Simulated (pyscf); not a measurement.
CH₄ (SMILES C) + Cl–SiH•–Cl (SMILES Cl[SiH]Cl) → H₃C–SiH(Cl)–Cl (SMILES C[SiH](Cl)Cl) + H• (SMILES [H]), a substitution at C (doublet surface; C–H broken, C–Si formed). Optimised with ωB97X-D3(BJ)/def2-SVP in PySCF. Energies in kcal/mol from the separated reactants.

Small-basis levels: PySCF, no dispersion term, spherical d functions. GFN2-xTB: tblite. Open shells are spin-unrestricted. 

| level | barrier | reaction energy |
|---|---|---|
| HF/3-21G | 57.1 | +14.5 |
| HF/6-31G* | [?] | +14.4 |
| B3LYP/LANL2DZ | 47.5 | +23.6 |
| M06-2X/6-31G* | [?] | +17.2 |
| PBE/def2-SVP | 37.9 | +17.6 |
| B3LYP/def2-SVP | 44.9 | +20.6 |
| GFN2-xTB | 52.5 | +15.1 |
| ωB97M-D3(BJ)/def2-TZVP | [?] | +14.5 |

Q: Some entries are withheld; supply them.

A: 
- HF/6-31G*, barrier: 61.6
- M06-2X/6-31G*, barrier: 45.7
- ωB97M-D3(BJ)/def2-TZVP, barrier: 43.8

Against the last row the barrier runs from -5.9 (PBE/def2-SVP) to +17.7 kcal/mol (HF/6-31G*). ωB97M-D3(BJ)/def2-TZVP has limits of its own. One saddle was located; it need not be the lowest between these sides. The angle at the attacked C is 178°.
